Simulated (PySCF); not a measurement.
Consider `[BH3-][NH3+]` (BH6N). Coordinates in Å; atoms count from 1 in this order:
```
B    -0.8256    0.1095   -0.0277
N     0.7980   -0.1009    0.0136
H    -1.2336   -0.6771   -0.8732
H    -0.9932    1.2825   -0.3379
H    -1.2152   -0.1517    1.1037
H     1.0379   -1.0596    0.2668
H     1.2320    0.5196    0.6972
H     1.2173    0.0953   -0.8955
```

Computed at ωB97X-D3(BJ)/ma-def2-TZVP // PBE0-D3(BJ)/ma-def2-SVP with PySCF (density fitting, grid level 2). ωB97X-D3(BJ) is ωB97X-V with D3(BJ) in place of VV10. Thermal corrections: PBE0-D3(BJ)/ma-def2-SVP frequencies, unscaled, ideal gas at 298.15 K and 1 bar, quasi-RRHO entropy.

(1) What are the vertical and the adiabatic ionisation energy for forming the radical cation?

(2) Where does the unpaired spin of the relaxed radical cation sit?

(3) How far is −ε(HOMO) from the vertical value by ΔSCF?

Results:

(1) 10.67 eV vertical and 9.25 eV adiabatic, the latter with zero-point energy.

(2) B1 (boron) 0.59, H (on B1) 0.20, H (on B1) 0.20 (intrinsic atomic orbital populations).

(3) −ε(HOMO) = 10.37 eV, which is 0.30 eV below the ΔSCF value.
